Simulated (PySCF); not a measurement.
Input of a run (PBE0-D3(BJ)/def2-SVP geometry optimisation, gas phase (PySCF 2.14.0)), started from GFN2-xTB:
```
{"job": {"xc": "PBE0", "basis": "def2-SVP", "d3": "d3bj", "grid": 1, "shake": 0.01, "kind": "geom"}, "charge": 0, "multiplicity": 1}
C     -3.120010    -0.206540    -0.102180
C     -2.511370     0.302230     1.021500
C     -1.147340     0.390880     1.060460
C     -0.330830    -0.003160    -0.029670
N      1.027730     0.063730     0.010970
C      1.896340    -0.784450    -0.590600
C      3.185320    -0.413710    -0.283910
C      3.101180     0.741070     0.528150
C      1.756860     1.005840     0.727580
C     -1.009680    -0.490600    -1.153660
C     -2.394820    -0.579510    -1.189170
H     -4.211250    -0.251860    -0.129110
H     -3.115330     0.624120     1.870750
H     -0.653030     0.754720     1.968000
H      1.545140    -1.636150    -1.159320
H      4.076050    -0.881940    -0.598130
H      3.906850     1.304890     0.939800
H      1.274140     1.809100     1.241560
H     -0.427760    -0.789070    -2.022160
H     -2.899200    -0.944200    -2.080750
```

Output (energies in Eh, forces in Eh/bohr):
```
step   0  E = -440.40384257  max force = 0.058137
step   1  E = -440.41102155  max force = 0.014286
step   2  E = -440.41105300  max force = 0.004475
step   3  E = -440.41130464  max force = 0.001507
step   4  E = -440.41126673  max force = 0.002444
step   5  E = -440.41132316  max force = 0.001264
step   6  E = -440.41132204  max force = 0.000978
step   7  E = -440.41133042  max force = 0.000649
step   8  E = -440.41133319  max force = 0.000509
step   9  E = -440.41133645  max force = 0.000131
optimisation converged
```

Problem. Summarise the run.

Solution. The energy falls by 19.7 kJ/mol over 10 energy and gradient evaluations, the largest force component goes from 0.0581 to 1.3e-04 Eh/bohr, and the atoms move by 0.047 Å rms after alignment. The bond that changes most is C4–N5 (aromatic carbon bearing nitrogen to pyrrole-type nitrogen), which lengthens by 0.047 Å. Bonds longer at the end by more than 0.005 Å: 10 of 21; shorter: 3. Among the angles that change most is C3–C4–C10, from 115.8° to 119.6°. The energy rose by more than 1e-6 Eh at steps 4 and 6. The first step brought 96 % of the lowering.

Problem. What are the final bond lengths?

Solution. C1–C2 1.394 Å, C2–C3 1.392 Å, C3–C4 1.399 Å, C4–N5 1.408 Å, N5–C6 1.376 Å, C6–C7 1.375 Å, C7–C8 1.423 Å, C8–C9 1.375 Å, C4–C10 1.399 Å, C10–C11 1.392 Å, C1–C11 1.394 Å, N5–C9 1.376 Å, C1–H12 1.092 Å, C2–H13 1.093 Å, C3–H14 1.091 Å, C6–H15 1.087 Å, C7–H16 1.088 Å, C8–H17 1.088 Å, C9–H18 1.087 Å, C10–H19 1.091 Å, C11–H20 1.093 Å. Numbering counts from 1 in the input's order; the species is `c1ccc(-n2cccc2)cc1` (N-phenylpyrrole).

The run used 199 basis functions and 62 SCF cycles in all. The run took 5.8 min wall on one thread of an Arm Neoverse N1, shared host with 64 logical CPUs at a one-minute load of 61, and the process peaked at 0.87 GiB of memory.

Whether it is a minimum is left open (no frequencies). The numbers are those of one conformer.

Conformer computed: `[cH:1]1[cH:2][cH:3][c:4](-[n:5]2[cH:6][cH:7][cH:8][cH:9]2)[cH:10][cH:11]1`: C3–C4–N5–C6 145°.
